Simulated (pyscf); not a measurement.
Structures and frequencies: ωB97X-D3(BJ)/def2-SVP in PySCF.

Estimate by transition-state theory the rate constant of HO–SiH₂–O–Si(OH)(OH)–OH + hydrogen (H₂) → orthosilicic acid (HO–Si(OH)(OH)–OH) + silanol (HO–SiH₃) (singlet surface; O–Si, H–H broken, H–O, H–Si formed) at 1200 K, with ωB97M-D3(BJ)/def2-TZVP energies (ideal gas, 1 atm, RRHO with modes under 100 cm⁻¹ raised to 100, one conformer, R ln 2 for chiral ones without a mode under 150 cm⁻¹; no tunnelling).

The electronic barrier is 57.5 kcal/mol and the thermal terms add +37.1, so ΔG‡ = 94.6 kcal/mol. With k_BT/h = 2.50e+13 s⁻¹ and RT = 2.385 kcal/mol, and a volume of 1.64e-19 cm³ per molecule at 1 atm, k = 2.4e-23 cm³ molecule⁻¹ s⁻¹. Wigner's tunnelling factor for 1214i cm⁻¹ would be 1.09. A shift of 1 kcal/mol in the barrier changes k by a factor 1.5. On the product side the descent ends in a complex (not fully relaxed), 5.9 kcal/mol under the separated species and 35.1 kcal/mol under the saddle at ωB97X-D3(BJ)/def2-TZVP. One saddle was located; it need not be the lowest between these sides.
